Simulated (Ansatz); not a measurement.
How far each method lies from UCCSDT(Q) for H$_{2}$As–Se, quartet

Geometry: a point of a stretch scan, not a stationary point.

```xyz
4

As    0.0000   -0.0211    1.0758
Se    0.0000    0.0040   -1.0690
H    -0.0001    1.4930    1.1659
H    -0.0004   -0.2392    2.6111
```

Basis cc-pVDZ; Ansatz 0.2.0. Only valence electrons are correlated (noble-gas cores and the filled d shells of p-block atoms frozen), which leaves 13 electrons in 36 orbitals. R marks a restricted (for open shells ROHF) determinant, U an unrestricted one. Active spaces: valence = (13e, 10o) chosen from the atoms' valence shells. No spin–orbit coupling is included, and no scalar relativity.

Full CI isn't at hand for all of this; UCCSDT(Q) serves as the reference, and is uncertain by about the last step of the cluster series. The frozen core follows each run's orbitals, which can shift R against U totals by a few meV for light atoms and by up to 0.1 eV past Ca.

- UHF ⟨S²⟩: 3.782
- T1 diagnostic (RCCSD): 0.0307
- largest doubles amplitude (RCCSD): 0.043
- T1 diagnostic (UCCSD): 0.0249

Problem. From what is known of these methods and the diagnostics, rank them by the size of their error in total energy against UCCSDT(Q) in cc-pVDZ, smallest first (an estimate: the text doesn't fix the numbers).
A. UMP2
B. UCCSDT
C. UCCSD
D. UCCSD(T)
E. UHF

Solution. B (0.46 mEh), D (1.55 mEh), C (8.08 mEh), A (42.50 mEh), E (235.61 mEh).

All errors are against UCCSDT(Q) in cc-pVDZ. Within each family the higher level lies nearer, as is usual though not guaranteed.

Natural occupations of CASSCF (valence space) about the gap: 1.974 1.966 1.011 1.006 1.005 0.031 0.028; effectively unpaired electrons, Σ n²(2−n)², 3.01.
